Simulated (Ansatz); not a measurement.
# quartet BC: levels of theory in one basis

```xyz
2

B     0.0000    0.0000    0.0000
C     0.0000    0.0000    1.4910
```

Basis set: def2-SVP (spherical functions). Frozen core: 2 orbitals. Correlation on ROHF uses semicanonical orbitals with singles. Charge 0, multiplicity 4.

Computed with Ansatz (development build ahead of 0.2.0); each method stands on the lowest determinant of its kind that the runs found.

```
      method  E − E(ROHF) (eV)  <S²> of the determinant
        ROHF              0.00                     3.75
         UHF             -0.04                     3.75
    ROHF-MP2             -3.46                        –
     UHF-MP2             -3.47                     3.75
ROHF-CCSD(T)             -4.57                        –
 UHF-CCSD(T)             -4.57                     3.75
```

Caution: the determinant may break the point group.
